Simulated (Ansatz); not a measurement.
# H₂O with NH₃: superposition error and deformation, part 2 of 3

Ansatz 0.2.0, Gaussian basis. Earlier steps stand in the parts before.

## Step 13: CCSD(T)/def2-TZVPPD

The inputs:

a/in.yaml

```yaml
crystal:
  periodic: [false, false, false]
  atoms:
    - {symbol: O, position_ang: [-0.059108, -0.376119, -1.873866]}
    - {symbol: H, position_ang: [-0.022967, -0.159403, -0.923649]}
    - {symbol: H, position_ang: [0.081252, 0.455385, -2.329034]}
basis:
  gaussian: {orbitals: "def2-TZVPPD.json"}
correlation: {method: ccsd_t}
```

b/in.yaml

```yaml
crystal:
  periodic: [false, false, false]
  atoms:
    - {symbol: N, position_ang: [0.004271, 0.034032, 1.004112]}
    - {symbol: H, position_ang: [-0.368678, -0.850385, 1.328080]}
    - {symbol: H, position_ang: [0.934707, 0.129265, 1.392110]}
    - {symbol: H, position_ang: [-0.569476, 0.767225, 1.402146]}
basis:
  gaussian: {orbitals: "def2-TZVPPD.json"}
correlation: {method: ccsd_t}
```

One command serves all of them, each in its own folder.

Command:

```bash
$ ansatz run in.yaml --threads 2 --pin off --events-out ev --progress --plain --max-ram 5222MiB
```

a printed, cut to the lines that bear on the results:

```text
Functional definition: HF
  name "HF"
  cite "Fock, Z. Phys. 61, 126 (1930) doi:10.1007/BF01340294"
  parent pbe
[...]
427 factors; integrals over basis functions are off by at most 1.2e-3 eV
[...]
mean field -2069.77815657 eV, -76.0629443080 hartree, gradient 1.4e-6 eV, S^2 0.000000; 0 other end points of the search recorded, 0 dependent functions left out
1 core orbitals not correlated: weight in the atoms' cores, before any rotation towards them, 1.000 or more for the frozen orbitals, at most 0.000 for the correlated occupied ones
reference -2069.77815657 eV, -76.0629443080 hartree; 4, 4 occupied and 69, 69 virtual orbitals, 427 factors
second order -7.18438031 eV of doubles, -0.00000000 eV of singles
cycle   1  -7.16197941 eV  change    2.2e-2 eV  update   4.8e-2
[...]
cycle   9  -7.32890119 eV  change    1.6e-6 eV  update   3.1e-6
perturbative correction -0.22168047 eV, -0.0081466068 hartree
Total energy: -2077.32873823 eV, -76.3404230659 hartree
```

Log of b, cut to the lines that bear on the results:

```text
[... 4 set-up lines as earlier in the session ...]
[...]
497 factors; integrals over basis functions are off by at most 8.0e-4 eV
[...]
mean field -1529.87699014 eV, -56.2219423998 hartree, gradient 4.8e-7 eV, S^2 0.000000; 0 other end points of the search recorded, 0 dependent functions left out
1 core orbitals not correlated: weight in the atoms' cores, before any rotation towards them, 1.000 or more for the frozen orbitals, at most 0.000 for the correlated occupied ones
reference -1529.87699014 eV, -56.2219423998 hartree; 4, 4 occupied and 83, 83 virtual orbitals, 497 factors
second order -6.43468426 eV of doubles, -0.00000000 eV of singles
cycle   1  -6.61067350 eV  change   -1.8e-1 eV  update   4.2e-2
[...]
cycle   9  -6.76689380 eV  change    3.2e-6 eV  update   5.7e-6
perturbative correction -0.21600361 eV, -0.0079379863 hartree
Total energy: -1536.85988755 eV, -56.4785591465 hartree
```

They took 0.4 s (a), 0.7 s (b) on 2 threads of Arm Neoverse V2, shared host.

## Step 14: Relaxing H₂O alone

File relax-a/in.yaml:

```yaml
crystal:
  periodic: [false, false, false]
  atoms:
    - {symbol: O, position_ang: [-0.059108, -0.376119, -1.873866]}
    - {symbol: H, position_ang: [-0.022967, -0.159403, -0.923649]}
    - {symbol: H, position_ang: [0.081252, 0.455385, -2.329034]}
basis:
  gaussian: {orbitals: def2-TZVP}
hamiltonian: {xc: pbe0, dispersion: d4}
relax: {f_tol: 0.005, max_steps: 200}
```

Command:

```bash
$ ansatz run in.yaml --threads 2 --pin off --events-out ev --progress --plain --max-ram 5222MiB
```

The program printed, cut to the lines that bear on the results:

```text
[... 5 set-up lines as earlier in the session ...]
[...]
239 factors; their error is unknown
[...]
mean field -2078.32648817 eV, -76.3770897000 hartree, gradient 3.1e-5 eV, S^2 0.000000; 0 other end points of the search recorded, 0 dependent functions left out
[...]
reference -2078.33309058 eV, -76.3773323341 hartree; 5, 5 occupied and 38, 38 virtual orbitals, 239 factors
Total energy: -2078.33734651 eV, -76.3774887365 hartree
Atom 0 at    -0.059277    -0.377106    -1.867777 Å, force     0.000260     0.001543     0.000790 eV/Å
Atom 1 at    -0.022737    -0.158063    -0.934233 Å, force    -0.000145    -0.000861    -0.000269 eV/Å
Atom 2 at     0.081191     0.455032    -2.324538 Å, force    -0.000115    -0.000682    -0.000521 eV/Å
Dipole moment:     0.065264     0.387580     0.175794 e Å
```

It took 0.65 s on 2 threads of Arm Neoverse V2, shared host.

Along the way:

```
step  energy from step 1 (eV)  largest force component (eV/Å)
   1                   0.0000                          0.7918
   2                  -0.0063                          0.1798
   3                  -0.0066                          0.0015
```

Close pairs (by a distance rule), those that changed most:

```
 bond  before (Å)  after (Å)  change (Å)
O1–H2       0.975      0.960      -0.016
O1–H3       0.958      0.960      +0.001
```

## Step 15: Relaxing NH₃ alone

File relax-b/in.yaml:

```yaml
crystal:
  periodic: [false, false, false]
  atoms:
    - {symbol: N, position_ang: [0.004271, 0.034032, 1.004112]}
    - {symbol: H, position_ang: [-0.368678, -0.850385, 1.328080]}
    - {symbol: H, position_ang: [0.934707, 0.129265, 1.392110]}
    - {symbol: H, position_ang: [-0.569476, 0.767225, 1.402146]}
basis:
  gaussian: {orbitals: def2-TZVP}
hamiltonian: {xc: pbe0, dispersion: d4}
relax: {f_tol: 0.005, max_steps: 200}
```

Command:

```bash
$ ansatz run in.yaml --threads 2 --pin off --events-out ev --progress --plain --max-ram 5222MiB
```

The program printed, cut to the lines that bear on the results:

```text
[... 5 set-up lines as earlier in the session ...]
[...]
287 factors; their error is unknown
[...]
mean field -1537.79910732 eV, -56.5130748365 hartree, gradient 5.2e-5 eV, S^2 0.000000; 0 other end points of the search recorded, 0 dependent functions left out
[...]
Total energy: -1537.80844354 eV, -56.5134179360 hartree
Atom 0 at     0.004022     0.033464     1.000143 Å, force    -0.000195    -0.000527    -0.000073 eV/Å
Atom 1 at    -0.368030    -0.848902     1.329256 Å, force     0.000053     0.000127    -0.000129 eV/Å
Atom 2 at     0.932065     0.129828     1.393518 Å, force     0.000046     0.000202     0.000095 eV/Å
Atom 3 at    -0.567233     0.765746     1.403531 Å, force     0.000096     0.000198     0.000107 eV/Å
Dipole moment:    -0.004772    -0.016797     0.352188 e Å
```

Wall time 1.1 s (2 threads of Arm Neoverse V2, shared host).

Relaxation path:

```
step  energy from step 1 (eV)  largest force component (eV/Å)
   1                   0.0000                          0.0363
   2                  -0.0002                          0.0320
   3                  -0.0002                          0.0078
   4                  -0.0002                          0.0005
```

Distances of close pairs at the start and the end, largest changes first:

```
 bond  before (Å)  after (Å)  change (Å)
N1–H2       1.013      1.013      -0.000
N1–H4       1.013      1.013      +0.000
N1–H3       1.013      1.013      -0.000
```

## Step 16: PBE-D4/def2-TZVPPD

File free-a/in.yaml:

```yaml
crystal:
  periodic: [false, false, false]
  atoms:
    - {symbol: O, position_ang: [-0.059277, -0.377106, -1.867777]}
    - {symbol: H, position_ang: [-0.022737, -0.158063, -0.934233]}
    - {symbol: H, position_ang: [0.081191, 0.455032, -2.324538]}
basis:
  gaussian: {orbitals: "def2-TZVPPD.json"}
hamiltonian: {xc: pbe, dispersion: d4}
```

File free-b/in.yaml:

```yaml
crystal:
  periodic: [false, false, false]
  atoms:
    - {symbol: N, position_ang: [0.004022, 0.033464, 1.000143]}
    - {symbol: H, position_ang: [-0.368030, -0.848902, 1.329256]}
    - {symbol: H, position_ang: [0.932065, 0.129828, 1.393518]}
    - {symbol: H, position_ang: [-0.567233, 0.765746, 1.403531]}
basis:
  gaussian: {orbitals: "def2-TZVPPD.json"}
hamiltonian: {xc: pbe, dispersion: d4}
```

One command serves all of them, each in its own folder.

Command:

```bash
$ ansatz run in.yaml --threads 2 --pin off --events-out ev --progress --plain --max-ram 5222MiB
```

Log of free-a, cut to the lines that bear on the results:

```text
[... 4 set-up lines as earlier in the session ...]
[...]
302 factors; their error is unknown
[...]
mean field -2078.50028951 eV, -76.3834767812 hartree, gradient 8.9e-5 eV, S^2 0.000000; 0 other end points of the search recorded, 0 dependent functions left out
reference -2078.50032910 eV, -76.3834782364 hartree; 5, 5 occupied and 69, 69 virtual orbitals, 302 factors
Total energy: -2078.50564628 eV, -76.3836736392 hartree
```

Output in free-b, cut to the lines that bear on the results:

```text
[... 4 set-up lines as earlier in the session ...]
[...]
356 factors; their error is unknown
[...]
mean field -1537.78624188 eV, -56.5126020402 hartree, gradient 4.6e-5 eV, S^2 0.000000; 0 other end points of the search recorded, 0 dependent functions left out
reference -1537.78626897 eV, -56.5126030357 hartree; 5, 5 occupied and 83, 83 virtual orbitals, 356 factors
Total energy: -1537.79764691 eV, -56.5130211672 hartree
```

Times: 0.2 s (free-a), 0.3 s (free-b) on 2 threads of Arm Neoverse V2, shared host.

## Step 17: r2SCAN-D4/def2-TZVPPD

Each input of step 16 (free-a, free-b) changes in the same lines:

```diff
-hamiltonian: {xc: pbe, dispersion: d4}
+hamiltonian: {xc: r2scan, dispersion: d4}
```

Each run has its own folder and the same command.

Command:

```bash
$ ansatz run in.yaml --threads 2 --pin off --events-out ev --progress --plain --max-ram 5222MiB
```

free-a printed, cut to the lines that bear on the results:

```text
[... 5 set-up lines as earlier in the session ...]
[...]
302 factors; their error is unknown
[...]
mean field -2079.64511309 eV, -76.4255482721 hartree, gradient 6.7e-6 eV, S^2 0.000000; 0 other end points of the search recorded, 0 dependent functions left out
reference -2079.64512696 eV, -76.4255487815 hartree; 5, 5 occupied and 69, 69 virtual orbitals, 302 factors
Total energy: -2079.64639951 eV, -76.4255955472 hartree
```

free-b printed, cut to the lines that bear on the results:

```text
[... 5 set-up lines as earlier in the session ...]
[...]
356 factors; their error is unknown
[...]
mean field -1538.79962537 eV, -56.5498431966 hartree, gradient 1.4e-5 eV, S^2 0.000000; 0 other end points of the search recorded, 0 dependent functions left out
reference -1538.79963334 eV, -56.5498434896 hartree; 5, 5 occupied and 83, 83 virtual orbitals, 356 factors
Total energy: -1538.80234630 eV, -56.5499431887 hartree
```

They took 0.55 s (free-a), 0.65 s (free-b) on 2 threads of Arm Neoverse V2, shared host.

## Step 18: PBE0-D4/def2-TZVPPD

Each input of step 17 (free-a, free-b) changes in the same lines:

```diff
-hamiltonian: {xc: r2scan, dispersion: d4}
+hamiltonian: {xc: pbe0, dispersion: d4}
+output: {orbitals: {seedname: orbitals}}
```

The same command starts each run, in its folder.

Command:

```bash
$ ansatz run in.yaml --threads 2 --pin off --events-out ev --progress --plain --max-ram 5222MiB
```

Log of free-a, cut to the lines that bear on the results:

```text
[... 5 set-up lines as earlier in the session ...]
[...]
302 factors; their error is unknown
[...]
mean field -2078.49628787 eV, -76.3833297238 hartree, gradient 8.4e-6 eV, S^2 0.000000; 0 other end points of the search recorded, 0 dependent functions left out
reference -2078.49631739 eV, -76.3833308088 hartree; 5, 5 occupied and 69, 69 virtual orbitals, 302 factors
Total energy: -2078.50057332 eV, -76.3834872112 hartree
```

free-b printed, cut to the lines that bear on the results:

```text
[... 5 set-up lines as earlier in the session ...]
[...]
356 factors; their error is unknown
[...]
mean field -1537.91284674 eV, -56.5172546829 hartree, gradient 2.3e-5 eV, S^2 0.000000; 0 other end points of the search recorded, 0 dependent functions left out
reference -1537.91286660 eV, -56.5172554129 hartree; 5, 5 occupied and 83, 83 virtual orbitals, 356 factors
Total energy: -1537.92198236 eV, -56.5175904108 hartree
```

Wall times: 0.25 s (free-a), 0.3 s (free-b) on 2 threads of Arm Neoverse V2, shared host.

## Step 19: B3LYP-D4/def2-TZVPPD

The same edit goes into each in.yaml of step 18 (free-a, free-b):

```diff
-hamiltonian: {xc: pbe0, dispersion: d4}
-output: {orbitals: {seedname: orbitals}}
+hamiltonian: {xc: {name: B3LYP}, dispersion: d4}
```

Each run has its own folder and the same command.

Command:

```bash
$ ansatz run in.yaml --threads 2 --pin off --events-out ev --progress --plain --max-ram 5222MiB
```

free-a printed, cut to the lines that bear on the results:

```text
[... 6 set-up lines as earlier in the session ...]
[...]
302 factors; their error is unknown
[...]
mean field -2080.83953373 eV, -76.4694424209 hartree, gradient 1.5e-5 eV, S^2 0.000000; 0 other end points of the search recorded, 0 dependent functions left out
reference -2080.83972200 eV, -76.4694493398 hartree; 5, 5 occupied and 69, 69 virtual orbitals, 302 factors
Total energy: -2080.84814826 eV, -76.4697589991 hartree
```

free-b printed, cut to the lines that bear on the results:

```text
[... 6 set-up lines as earlier in the session ...]
[...]
356 factors; their error is unknown
[...]
mean field -1539.90013167 eV, -56.5902860569 hartree, gradient 8.7e-6 eV, S^2 0.000000; 0 other end points of the search recorded, 0 dependent functions left out
reference -1539.90029760 eV, -56.5902921550 hartree; 5, 5 occupied and 83, 83 virtual orbitals, 356 factors
Total energy: -1539.91835842 eV, -56.5909558779 hartree
```

They took 0.25 s (free-a), 0.35 s (free-b) on 2 threads of Arm Neoverse V2, shared host.

## Step 20: wB97X-V/def2-TZVPPD

Each input of step 19 (free-a, free-b) changes in the same lines:

```diff
-hamiltonian: {xc: {name: B3LYP}, dispersion: d4}
+hamiltonian: {xc: {name: wB97X-V}}
```

Each run has its own folder and the same command.

Command:

```bash
$ ansatz run in.yaml --threads 2 --pin off --events-out ev --progress --plain --max-ram 5222MiB
```

Output in free-a, cut to the lines that bear on the results:

```text
[... 5 set-up lines as earlier in the session ...]
[...]
      + integral(e_c_pw_opposite_spin*poly(b97_u_opposite, cos0, cos1)) + vv10(b, c)
302 factors; their error is unknown
104 factors; integrals over basis functions are off by at most 2.9e-5 eV
[...]
mean field -2079.95993754 eV, -76.4371178570 hartree, gradient 3.9e-5 eV, S^2 0.000000; 0 other end points of the search recorded, 0 dependent functions left out
reference -2079.95993562 eV, -76.4371177866 hartree; 5, 5 occupied and 69, 69 virtual orbitals, 302 factors
Total energy: -2079.95993562 eV, -76.4371177866 hartree
```

Output in free-b, cut to the lines that bear on the results:

```text
[... 5 set-up lines as earlier in the session ...]
[...]
      + integral(e_c_pw_opposite_spin*poly(b97_u_opposite, cos0, cos1)) + vv10(b, c)
356 factors; their error is unknown
117 factors; integrals over basis functions are off by at most 7.7e-6 eV
[...]
mean field -1539.18336680 eV, -56.5639454338 hartree, gradient 2.7e-5 eV, S^2 0.000000; 0 other end points of the search recorded, 0 dependent functions left out
reference -1539.18336547 eV, -56.5639453851 hartree; 5, 5 occupied and 83, 83 virtual orbitals, 356 factors
Total energy: -1539.18336547 eV, -56.5639453851 hartree
```

Wall times: 0.7 s (free-a), 0.95 s (free-b) on 2 threads of Arm Neoverse V2, shared host.

## Step 21: wB97M-V/def2-TZVPPD

Each input of step 20 (free-a, free-b) changes in the same lines:

```diff
-hamiltonian: {xc: {name: wB97X-V}}
+hamiltonian: {xc: {name: wB97M-V}}
```

The same command starts each run, in its folder.

Command:

```bash
$ ansatz run in.yaml --threads 2 --pin off --events-out ev --progress --plain --max-ram 5222MiB
```

Log of free-a, cut to the lines that bear on the results:

```text
[... 5 set-up lines as earlier in the session ...]
  # Of w^i u^j: cxij and so on, Table III.
[...]
  gx(w, u) = 1 - cx + cx01*u + cx10*w
[...]
      + integral(e_c_pw_mod_opposite_spin*gos(b97_w_opposite, b97_u_opposite)) + vv10(b, c)
302 factors; their error is unknown
104 factors; integrals over basis functions are off by at most 2.9e-5 eV
[...]
mean field -2079.94006923 eV, -76.4363877100 hartree, gradient 2.3e-5 eV, S^2 0.000000; 0 other end points of the search recorded, 0 dependent functions left out
reference -2079.94011649 eV, -76.4363894468 hartree; 5, 5 occupied and 69, 69 virtual orbitals, 302 factors
Total energy: -2079.94011649 eV, -76.4363894468 hartree
```

free-b printed, cut to the lines that bear on the results:

```text
[... 5 set-up lines as earlier in the session ...]
  # Of w^i u^j: cxij and so on, Table III.
[...]
  gx(w, u) = 1 - cx + cx01*u + cx10*w
[...]
      + integral(e_c_pw_mod_opposite_spin*gos(b97_w_opposite, b97_u_opposite)) + vv10(b, c)
356 factors; their error is unknown
117 factors; integrals over basis functions are off by at most 7.7e-6 eV
[...]
mean field -1538.88754862 eV, -56.5530743162 hartree, gradient 2.7e-6 eV, S^2 0.000000; 0 other end points of the search recorded, 0 dependent functions left out
reference -1538.88758170 eV, -56.5530755322 hartree; 5, 5 occupied and 83, 83 virtual orbitals, 356 factors
Total energy: -1538.88758170 eV, -56.5530755322 hartree
```

Times: 0.75 s (free-a), 0.95 s (free-b) on 2 threads of Arm Neoverse V2, shared host.

## Step 22: B2PLYP/def2-TZVPPD

Each input of step 21 (free-a, free-b) changes in the same lines:

```diff
-hamiltonian: {xc: {name: wB97M-V}}
+hamiltonian: {xc: {name: B2PLYP}}
```

The same command starts each run, in its folder.

Command:

```bash
$ ansatz run in.yaml --threads 2 --pin off --events-out ev --progress --plain --max-ram 5222MiB
```

Log of free-a, cut to the lines that bear on the results:

```text
[... 5 set-up lines as earlier in the session ...]
[...]
427 factors; integrals over basis functions are off by at most 1.1e-3 eV
[...]
mean field -2077.09563748 eV, -76.3318567712 hartree, gradient 5.6e-6 eV, S^2 0.000000; 0 other end points of the search recorded, 0 dependent functions left out
1 core orbitals not correlated: weight in the atoms' cores, before any rotation towards them, 1.000 or more for the frozen orbitals, at most 0.000 for the correlated occupied ones
reference -2077.09575356 eV, -76.3318610372 hartree; 4, 4 occupied and 69, 69 virtual orbitals, 427 factors
second order -8.52537709 eV of doubles, -0.00000000 eV of singles
Total energy: -2079.39760537 eV, -76.4164525311 hartree
```

Output in free-b, cut to the lines that bear on the results:

```text
[... 5 set-up lines as earlier in the session ...]
[...]
500 factors; integrals over basis functions are off by at most 7.6e-4 eV
[...]
mean field -1536.41570441 eV, -56.4622357169 hartree, gradient 1.7e-6 eV, S^2 0.000000; 0 other end points of the search recorded, 0 dependent functions left out
1 core orbitals not correlated: weight in the atoms' cores, before any rotation towards them, 1.000 or more for the frozen orbitals, at most 0.000 for the correlated occupied ones
reference -1536.41580800 eV, -56.4622395238 hartree; 4, 4 occupied and 83, 83 virtual orbitals, 500 factors
second order -7.69373624 eV of doubles, -0.00000000 eV of singles
Total energy: -1538.49311678 eV, -56.5385792136 hartree
```

Times: 0.4 s (free-a), 0.5 s (free-b) on 2 threads of Arm Neoverse V2, shared host.

## Step 23: BLYP-D4/def2-TZVPPD

Each input of step 22 (free-a, free-b) changes in the same lines:

```diff
-hamiltonian: {xc: {name: B2PLYP}}
+hamiltonian: {xc: {name: BLYP}, dispersion: d4}
```

One command serves all of them, each in its own folder.

Command:

```bash
$ ansatz run in.yaml --threads 2 --pin off --events-out ev --progress --plain --max-ram 5222MiB
```

Log of free-a, cut to the lines that bear on the results:

```text
[... 4 set-up lines as earlier in the session ...]
[...]
302 factors; their error is unknown
[...]
mean field -2080.37402436 eV, -76.4523352670 hartree, gradient 1.5e-5 eV, S^2 0.000000; 0 other end points of the search recorded, 0 dependent functions left out
reference -2080.37427774 eV, -76.4523445787 hartree; 5, 5 occupied and 69, 69 virtual orbitals, 302 factors
Total energy: -2080.38712047 eV, -76.4528165401 hartree
```

Output in free-b, cut to the lines that bear on the results:

```text
[... 4 set-up lines as earlier in the session ...]
[...]
356 factors; their error is unknown
[...]
mean field -1539.16535496 eV, -56.5632835112 hartree, gradient 1.9e-5 eV, S^2 0.000000; 0 other end points of the search recorded, 0 dependent functions left out
reference -1539.16558455 eV, -56.5632919483 hartree; 5, 5 occupied and 83, 83 virtual orbitals, 356 factors
Total energy: -1539.19303386 eV, -56.5643006919 hartree
```

They took 0.25 s (free-a), 0.35 s (free-b) on 2 threads of Arm Neoverse V2, shared host.

## Step 24: revPBE-D4/def2-TZVPPD

The same edit goes into each in.yaml of step 23 (free-a, free-b):

```diff
-hamiltonian: {xc: {name: BLYP}, dispersion: d4}
+hamiltonian: {xc: {name: revPBE}, dispersion: d4}
```

The same command starts each run, in its folder.

Command:

```bash
$ ansatz run in.yaml --threads 2 --pin off --events-out ev --progress --plain --max-ram 5222MiB
```

Log of free-a, cut to the lines that bear on the results:

```text
[... 4 set-up lines as earlier in the session ...]
[...]
302 factors; their error is unknown
[...]
mean field -2080.13886028 eV, -76.4436931467 hartree, gradient 1.3e-5 eV, S^2 0.000000; 0 other end points of the search recorded, 0 dependent functions left out
reference -2080.13890958 eV, -76.4436949583 hartree; 5, 5 occupied and 69, 69 virtual orbitals, 302 factors
Total energy: -2080.16468897 eV, -76.4446423334 hartree
```

free-b printed, cut to the lines that bear on the results:

```text
[... 4 set-up lines as earlier in the session ...]
[...]
356 factors; their error is unknown
[...]
mean field -1539.33651305 eV, -56.5695734547 hartree, gradient 6.3e-5 eV, S^2 0.000000; 0 other end points of the search recorded, 0 dependent functions left out
reference -1539.33654696 eV, -56.5695747011 hartree; 5, 5 occupied and 83, 83 virtual orbitals, 356 factors
Total energy: -1539.39098034 eV, -56.5715750909 hartree
```

Times: 0.25 s (free-a), 0.3 s (free-b) on 2 threads of Arm Neoverse V2, shared host.

(Part 2 of 3 ends here.)
